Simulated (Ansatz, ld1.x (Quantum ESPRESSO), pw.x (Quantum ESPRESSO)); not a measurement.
Au (Z = 79): one change to the ultrasoft potential, in the atom and in the diamond crystal

| Property | Result |
| --- | --- |
| Element | gold |
| Generator | ld1.x (Quantum ESPRESSO) 7.5 |
| Type | ultrasoft |
| Functional | LDA (PW92) |
| Relativity | scalar-relativistic |
| Frozen core | [Xe] 4f14 |
| Valence charge | 11 |
| Reference configuration | 5d10 6s1 6p0 |
| Partial waves | 6s (bound): rcut 1.65, rcutus 2.30 bohr; 6s channel at 4.05 Ry: rcut 1.65, rcutus 2.30 bohr; 6p (bound, empty): rcut 3.05, rcutus 4.10 bohr; 6p channel at 0.25 Ry: rcut 3.05, rcutus 4.10 bohr; 5d (bound): rcut 1.85, rcutus 2.50 bohr; 5d channel at 0.5 Ry: rcut 1.85, rcutus 2.50 bohr |
| Local potential | all-electron potential smoothed inside 2.35 bohr (lloc = -2) |
| Core correction | none |
| Augmentation charge | PSQ, inside the norm-conserving radii |

Change: core correction a·sin(br)/r model core inside 1.14 bohr.

Cutoffs, loose and tight: the cutoffs (Ry, on a coarse ladder) from which the occupation-weighted sum of valence levels, in a spherical-Bessel basis at the reference potential, stays within 10 and 1 mRy of its value at 400 Ry. They do not see the model core or the augmentation charge, which bear on the density cutoff. Test errors are all-electron minus pseudo excitation energies from the reference, over the configurations 5d10 6s0 6p0; 5d9 6s0 6p0; 5d8 6s0 6p0; 5d9 6s2 6p0; 5d7 6s0 6p0; 5d10 6s0 6p1; 5d9 6s1 6p0 (two spin-polarised tests are not counted in the largest error); variants that change the core or the reference have their own tests.

Crystal test: diamond Au in pw.x 7.5, no spin, 8³ k-points, Fermi–Dirac smearing 0.01 Ry, cutoffs set for each file from its atomic test. The reference is all-electron LAPW (Ansatz 0.2.0) with the same functional, mesh and smearing; V0 and B0 come from Birch–Murnaghan fits to the pressures at five volumes. Errors are pseudo minus all-electron; Δ is the rms difference of the E(V) curves that follow from these fits, minima aligned, over ±6 % about the mean V0. Mesh and smearing are coarse, so the numbers serve the comparison and aren't converged zero-temperature values; the lattice is a test structure that the element need not adopt.

All-electron: a0 = 5.949 Å (V0 = 26.31 Å³/atom), B0 = 80.9 GPa.

Does the change bring the crystal closer to the all-electron result?

The mean pressure error goes from -1.40 to -0.73 GPa, so the change moves the solid closer to the all-electron pressures.

```csv
quantity,base,changed
outcome (atom),generated,generated
"cutoff, loose (atom)",18 Ry,18 Ry
"cutoff, tight (atom)",30 Ry,30 Ry
bound ghosts (atom),none,none
largest test error (meV) (atom),"+47 over the solved tests; test run stopped at test 8 of 9 (negative rho), 2 before it not solved",-82 over the solved tests; 2 of 9 tests not solved or not reliable
cutoffs in pw.x (Ry),40/320,40/320
a0 (Å),5.915,5.931
a0 error (%),-0.57,-0.30
B0 error (%),+4.6,+2.7
Δ (meV/atom),8.1,4.2
mean pressure error (GPa),-1.40,-0.73
```

Base: The largest radius (4.10 bohr) exceeds half the bond length (2.43 bohr), so the spheres overlap, which is one possible source of error among others. This is a poor potential for the solid. Atomic configuration tests: test run stopped at test 8 of 9 (negative rho), 2 before it not solved. Changed file: The largest radius (4.10 bohr) exceeds half the bond length (2.43 bohr), so the spheres overlap, which is one possible source of error among others. Atomic configuration tests: 2 of 9 tests not solved or not reliable. The atomic cutoffs weigh occupied waves only.
